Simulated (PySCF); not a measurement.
Calculation: PySCF 2.14.0 with PBE-D3(BJ)/def2-TZVP // TPSS-D3(BJ)/def2-SVP. Gas-phase values, no solvent. 

Reference species (SMILES): `[SH]` (neutral, multiplicity 2).

The dipole moment comes out as 0.87 D.

Changed species: `[NH2]` (free radical NH2; the reference has free radical SH).

**Question.** Give the shifts of the dipole moment.

**Answer.** the dipole moment rises by 1.04 D, to 1.91 D.
